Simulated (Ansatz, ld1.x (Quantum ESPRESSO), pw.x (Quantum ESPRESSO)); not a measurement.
## From atom to crystal: TM potential for Ge

Ge, norm-conserving Troullier–Martins (Kleinman–Bylander form), made with ld1.x (Quantum ESPRESSO) 7.5 (PBE, scalar-relativistic). Core [Ar] 3d10, reference 4s2 4p2. Waves: 4s (bound): rc 1.50 bohr; 4p (bound): rc 1.85 bohr; 4d channel at 0.15 Ry: rc 1.70 bohr. Local part: all-electron potential smoothed inside 1.25 bohr (lloc = -2). Core correction: none.

Atomic tests: cutoffs needed: 25 Ry and 45 Ry (the cutoffs (Ry, on a coarse ladder) from which the occupation-weighted sum of valence levels, in a spherical-Bessel basis at the reference potential, stays within 10 and 1 mRy of its value at 400 Ry); ghost test: ghost state, extra bound levels that the all-electron valence spectrum of the same l lacks: d at -146.0 eV; a true bound ghost makes a file unfit for plane-wave use (spherical-Bessel basis up to 400 Ry, 20 bohr box); largest excitation error: +109 meV (all-electron minus pseudo) for 4s1 4p0, out of 7 test configurations.

Crystal test: diamond Ge in pw.x 7.5, no spin, 8³ k-points, Fermi–Dirac smearing 0.01 Ry, cutoffs 55/220 Ry. The reference is all-electron LAPW (Ansatz 0.2.0) with the same functional, mesh and smearing; V0 and B0 come from Birch–Murnaghan fits to the pressures at five volumes. Errors are pseudo minus all-electron; Δ is the rms difference of the E(V) curves that follow from these fits, minima aligned, over ±6 % about the mean V0. Mesh and smearing are coarse, so the numbers serve the comparison and aren't converged zero-temperature values; the lattice is a test structure that the element need not adopt.

```csv
V (Å³/atom),P all-electron (GPa),P pseudo (GPa)
22.753,3.34,-3592.94
23.352,1.55,-3512.17
23.951,0.00,-3427.63
24.550,-1.34,-3362.77
25.149,-2.50,-3283.92
```

All-electron: a0 = 5.765 Å (V0 = 23.95 Å³/atom), B0 = 57.6 GPa.

Pseudopotential: converged, but broken (pressure over 100 GPa off). The pressure does not cross zero within the volumes sampled, so no fit is given. The pseudo pressure rises with volume over the whole range, a mechanical instability. Note: ghost state, extra bound levels that the all-electron valence spectrum of the same l lacks: d at -146.0 eV. A true bound ghost makes a file unfit for plane-wave use. A pressure error of this size marks a broken potential; the numbers have no physical meaning.

Question: At the middle volume, how do free energy and pressure move when the wave cutoff is lowered (ecutrho kept at four times it)?

Answer:

```
cutoff (Ry)  shift of F (meV/atom)  shift of P (GPa)
         25              +142262.9          +3410.00
         33              +141904.4          +3396.29
         44              +132913.2          +2521.92
```

Input at the middle volume:

```
&control
  calculation='scf', prefix='x', pseudo_dir='./', outdir='./tmp', tstress=.true., disk_io='none'
/
&system
  ibrav=0, nat=2, ntyp=1, ecutwfc=55, ecutrho=220, nbnd=11,
  occupations='smearing', smearing='fd', degauss=0.01
/
&electrons
  conv_thr=1e-09, mixing_beta=0.4, electron_maxstep=70
/
ATOMIC_SPECIES
Ge 1.0 Ge.UPF
CELL_PARAMETERS angstrom
  0.00000000 2.88253474 2.88253474
  2.88253474 0.00000000 2.88253474
  2.88253474 2.88253474 0.00000000
ATOMIC_POSITIONS crystal
Ge 0.0000 0.0000 0.0000
Ge 0.2500 0.2500 0.2500
K_POINTS automatic
8 8 8 0 0 0
```

```bash
pw.x < Ge.scf.in > Ge.scf.out
```

Lines of the output:

```
Message from routine setup:
     using ibrav=0 with symmetry is DISCOURAGED, use correct ibrav instead
     lattice parameter (alat)  =       7.7035  a.u.
     unit-cell volume          =     323.2587 (a.u.)^3
     number of electrons       =         8.00
     number of Kohn-Sham states=           11
     kinetic-energy cutoff     =      55.0000  Ry
     charge density cutoff     =     220.0000  Ry
     scf convergence threshold =      1.0E-09
     Exchange-correlation= PBE
     number of k points=    29  Fermi-Dirac smearing, width (Ry)=  0.0100
     iteration #  1     ecut=    55.00 Ry     beta= 0.40
     total energy              =     -38.21537639 Ry
     estimated scf accuracy    <       7.92590424 Ry
     iteration #  2     ecut=    55.00 Ry     beta= 0.40
     total energy              =     -36.34540498 Ry
     estimated scf accuracy    <       2.76308454 Ry
     iteration #  3     ecut=    55.00 Ry     beta= 0.40
     total energy              =     -36.71568724 Ry
     estimated scf accuracy    <       0.09913472 Ry
     iteration #  4     ecut=    55.00 Ry     beta= 0.40
     total energy              =     -36.77829651 Ry
     estimated scf accuracy    <       0.06011331 Ry
     iteration #  5     ecut=    55.00 Ry     beta= 0.40
     total energy              =     -36.79885311 Ry
     estimated scf accuracy    <       0.00084029 Ry
     iteration #  6     ecut=    55.00 Ry     beta= 0.40
     total energy              =     -36.81053111 Ry
     estimated scf accuracy    <       0.00109096 Ry
     iteration #  7     ecut=    55.00 Ry     beta= 0.40
     total energy              =     -36.81068881 Ry
     estimated scf accuracy    <       0.00001608 Ry
     iteration #  8     ecut=    55.00 Ry     beta= 0.40
     total energy              =     -36.81071436 Ry
     estimated scf accuracy    <       0.00000575 Ry
     iteration #  9     ecut=    55.00 Ry     beta= 0.40
     total energy              =     -36.81069125 Ry
     estimated scf accuracy    <       0.00000404 Ry
     iteration # 10     ecut=    55.00 Ry     beta= 0.40
     total energy              =     -36.81074603 Ry
     estimated scf accuracy    <       0.00000145 Ry
     iteration # 11     ecut=    55.00 Ry     beta= 0.40
     total energy              =     -36.81074838 Ry
     estimated scf accuracy    <       0.00000013 Ry
     iteration # 12     ecut=    55.00 Ry     beta= 0.40
     total energy              =     -36.81074958 Ry
     estimated scf accuracy    <          3.3E-09 Ry
     iteration # 13     ecut=    55.00 Ry     beta= 0.40
     the Fermi energy is   -20.6797 ev
!    total energy              =     -36.81074961 Ry
     estimated scf accuracy    <          5.6E-11 Ry
     smearing contrib. (-TS)   =      -0.01321202 Ry
     The total energy is F=E-TS. E is the sum of the following terms:
     one-electron contribution =     -22.02475503 Ry
     hartree contribution      =      10.01879701 Ry
     xc contribution           =      -8.96900104 Ry
     ewald contribution        =     -15.82257853 Ry
     convergence has been achieved in  13 iterations
          total   stress  (Ry/bohr**3)                   (kbar)     P=   -34276.30
     Message from routine punch:
     Nothing written, as per user request (disk_io='none')
```

The run at the middle volume (29 k-points, 13 iterations) took about 20 s on one core of a shared host (Neoverse-V1, 64 threads, 251 GiB, load 26).
